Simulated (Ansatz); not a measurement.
# CH5AlO: the cost of one run

Computed with Ansatz 0.2.0, driven from Python. Level of theory: Hartree-Fock/pcseg-2.

## (1) Starting point

Bond lengths: C1–Al2 1.928 Å, Al2–O3 1.825 Å, C1–H4 1.164 Å, C1–H5 1.108 Å, C1–H6 1.159 Å, Al2–H7 1.616 Å, O3–H8 1.042 Å. Angles: C1–Al2–O3 119.1°, C1–Al2–H7 120.6°, O3–Al2–H7 120.4°, Al2–C1–H4 110.0°, Al2–C1–H5 112.7°, Al2–C1–H6 111.7°, H4–C1–H5 110.8°, H4–C1–H6 106.0°, H5–C1–H6 105.4°, Al2–O3–H8 102.2°.

The script holds or builds the structure itself.

## (2) The script

Contents of bde_ch5alo.py:

```python
import ansatz as az
from ase import Atoms


def energy(molecule, charge=0, unpaired=0):
    calc = (
        molecule.calculation()
        .basis(gaussian='pcseg-2')
        .functional('HF')
    )
    if charge:
        calc = calc.charge(charge)
    if unpaired:
        calc = calc.spin('collinear', total=unpaired)
    report = calc.run(threads=1, pin='off').report
    if report['published_state_doubts']:
        print('  doubts:', report['published_state_doubts'])
    return report['free_energy_ev']

def without(molecule, index):
    rest = az.Crystal.molecule()
    for i, site in enumerate(molecule.cartesian_sites):
        if i != index:
            rest = rest.atom(site.symbol, site.position_ang)
    return rest


def main() -> None:
    atoms = Atoms(['C', 'Al', 'O', 'H', 'H', 'H', 'H', 'H'], positions=[
        (-0.7213, 0.9168, -0.0351),
        (0.545, -0.4891, -0.4073),
        (0.4444, -2.047, 0.5383),
        (-0.159, 1.8898, 0.2674),
        (-1.4594, 0.6324, 0.7407),
        (-1.3484, 1.188, -0.9711),
        (1.6972, -0.2829, -1.5209),
        (1.0937, -1.8652, 1.3322),
    ])
    geometry = az.Crystal.molecule_from_ase(atoms)

    whole = energy(geometry, 0)
    hydrogen = energy(az.Crystal.molecule().atom('H', (0, 0, 0)), 0, 1)
    print(f'E(molecule) = {whole:.5f} eV, E(H) = {hydrogen:.5f} eV')
    for index in [5, 6, 7]:
        radical = energy(without(geometry, index), 0, 1)
        print(f'H{index}: homolysis {96.485332 * (radical + hydrogen - whole):.1f} kJ/mol')


if __name__ == '__main__':
    main()
```

## (3) What the engine is handed

The engine receives this input (first run):

```yaml
crystal:
  periodic: [false, false, false]
  atoms:
    - { symbol: C, position_ang: [-0.7213, 0.9168, -0.0351] }
    - { symbol: Al, position_ang: [0.545, -0.4891, -0.4073] }
    - { symbol: O, position_ang: [0.4444, -2.047, 0.5383] }
    - { symbol: H, position_ang: [-0.159, 1.8898, 0.2674] }
    - { symbol: H, position_ang: [-1.4594, 0.6324, 0.7407] }
    - { symbol: H, position_ang: [-1.3484, 1.188, -0.9711] }
    - { symbol: H, position_ang: [1.6972, -0.2829, -1.5209] }
    - { symbol: H, position_ang: [1.0937, -1.8652, 1.3322] }
basis:
  gaussian:
    orbitals: pcseg-2
hamiltonian:
  xc: hf
```

## (4) Launch

Started as:

```sh
python bde_ch5alo.py
```

**Question.** How long does this script take on 1 thread of Arm Neoverse V1, shared host, and how much memory does it need?

About 25 s, with a peak of 0.43 GiB.
